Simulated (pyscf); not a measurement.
`[OH][SiH]([OH])[F]` + `[H]` [doublet] → `[OH][SiH]([OH])[F]` + `[H]` [doublet] (substitution at Si; doublet surface; H–Si broken, H–Si formed). Single points on ωB97X-D3(BJ)/def2-SVP structures (PySCF, gas phase). Energies in kJ/mol from the separated reactants.

```tsv
level	barrier	reaction energy
ωB97X-D3(BJ)/def2-TZVP	58.2	0.0
r²SCAN/def2-TZVP	?	0.0
B3LYP-D3(BJ)/def2-TZVP	44.7	0.0
PBE0-D3(BJ)/def2-TZVP	45.2	0.0
M06-2X/def2-TZVP	?	0.0
ωB97M-D3(BJ)/def2-TZVP	57.9	0.0
```

Complete the blanks.


- r²SCAN/def2-TZVP, barrier: 31.3
- M06-2X/def2-TZVP, barrier: 64.9

The functionals in the table span 33.6 kJ/mol in this barrier, from r²SCAN to M06-2X. This is the saddle that the search found; another between the same sides may lie lower. The angle at the attacked Si is 58° (front-side attack).
